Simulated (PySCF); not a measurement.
## NaS and its ions

UHF-CCSD(T); basis Na aug-pcseg-1, S aug-pcseg-1; no relativity; PySCF 2.14. Neutral (UHF): doublet (π ↑), Re = 2.560 Å, ωe = 307 cm⁻¹, De = 2.32 eV.

NaS⁻ (RHF): singlet (closed shell), Re = 2.506 Å, ωe = 301 cm⁻¹. The energies at the minima are -559.49189 hartree for NaS and -559.52448 for NaS⁻.

Question: Work out the adiabatic electron affinity, without and with harmonic zero-point energies (1 hartree = 27.2114 eV, 1 eV = 8065.5 cm⁻¹), and the change of the bond length.

Answer: At CCSD(T): 0.03259 hartree = 0.887 eV between the minima; the zero-point term (307.0 − 301.0)/2 cm⁻¹ = +0.000 eV makes it 0.887 eV. Re changes by -5.4 pm against the neutral. The electron enters a π orbital, and the shorter bond of the ion fits a bonding orbital, or a change in how ionic the bond is.

Correlated steps freeze 6 core orbitals. Correlated levels converge slowly with the basis: in double zeta they bind strong bonds too weakly, by up to about 1 eV, and carry superposition errors of some tenths. The CCSD T1 diagnostic is raised in NaS⁻, a sign that a single reference may not be enough there. States were picked by a PBE0 search and need not be the measured ground states.

Neutral and ion stand on different kinds of reference determinant, which adds to the error of the difference.
